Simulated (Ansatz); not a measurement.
Energy profile

The step: CH₄AlF ([CH3][AlH][F]) → CH₃Al ([CH3][Al]) + HF; bonds formed: F2–H3; bonds broken: Al1–F2, Al1–H3 (atoms numbered as in the saddle structure below).

Al1  (0.278, -0.627, -0.830)
F2  (-1.193, -1.766, -0.281)
H3  (-0.566, -2.103, -1.224)
C4  (0.370, 0.900, 0.391)
H5  (0.524, 0.546, 1.417)
H6  (1.170, 1.605, 0.151)
H7  (-0.581, 1.445, 0.375)
(Å)

Electronic energies by CCSD(T) at an estimated basis limit (MP2 extrapolated from triple and quadruple zeta, plus CCSD(T) − MP2 in triple zeta), on PBE0-D4/def2-TZVP structures; CH4AlF, singlet; no counterpoise correction. Ansatz 0.2.0; basis: def2-TZVPP and def2-QZVPP; cores frozen in the correlated methods. Extrapolation: Hartree–Fock as exp(−7.88 √X), correlation as X^−2.97.

Q: Give the profile in kcal/mol, counted from the start structure. (To be estimated.)

A: Computed:
| point | kcal/mol |
| --- | --- |
| start structure | 0.00 |
| saddle | 82.49 |
| end structure | 69.27 |
| separated: CH3Al (linked as [CH3][Al]; Al1, C4, H5, H6, H7; singlet) + HF (F2, H3; singlet) | 71.12 |

No T1 diagnostic of these runs exceeds 0.015. The restricted Hartree–Fock reference is unstable towards an unrestricted one at one or more of these structures.

For scale, one of the runs: CCSD(T)/def2-TZVPP, 160 basis functions (an equivalent command: `ansatz run in.yaml --threads 2`). Time: 22 s of wall clock on 2 CPU threads; the host was shared. Peak host memory: 1.1 GiB.
